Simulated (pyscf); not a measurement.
`[CH3][O][GeH3]` → `[GeH2]` [singlet] + `[CH3][OH]`, a 1,1-elimination (singlet surface; Ge–O, Ge–H broken, H–O formed). Structures and frequencies: ωB97X-D3(BJ)/def2-SVP in PySCF. Correlated levels are frozen-core, on RHF or UHF. ΔMP2 is the change of the MP2 total energy from the triple- to the quadruple-zeta basis. Energies in kcal/mol from the reactant's lowest minimum found.

Small-basis levels: PySCF, no dispersion term, spherical d functions. 

**Question.** In single points HF/6-31G*+LANL2DZ puts the saddle at 78.0 kcal/mol and the reaction energy at +39.1 kcal/mol. Should these be trusted to within a few kcal/mol? Compare with CCSD(T)/def2-TZVPP + ΔMP2(QZVPP).

**Answer.** CCSD(T)/def2-TZVPP + ΔMP2(QZVPP) gives ΔE‡ = 59.6 kcal/mol and ΔE = +46.2 kcal/mol. HF/6-31G*+LANL2DZ lies 18.4 kcal/mol over it in the barrier and 7.0 kcal/mol under it in the reaction energy, so on this step it does not hold to within 3.0 kcal/mol. CCSD(T)/def2-TZVPP + ΔMP2(QZVPP) has limits of its own. On the product side the descent ends in an adduct with a Ge–O contact, 19.6 kcal/mol under the separated species and 33.2 kcal/mol under the saddle at ωB97X-D3(BJ)/def2-TZVP. What is counted as broken (Ge–O) persists as a longer contact in the product adduct; parting that adduct is a step of its own. At ωB97X-D3(BJ)/def2-TZVP the barrier from the zero used here is 62.6 kcal/mol. This is the saddle that the search found; another between the same sides may lie lower. The CCSD(T) − MP2 part came from Ansatz, without density fitting, on the same reference. The frozen core leaves the outer d or s,p core shells of the metals and heavy elements correlated in the MP2 and CC values, and def2-TZVPP describes them poorly, which can shift differences by a few kcal/mol. In the def2 sets elements up to Kr have no core potential.
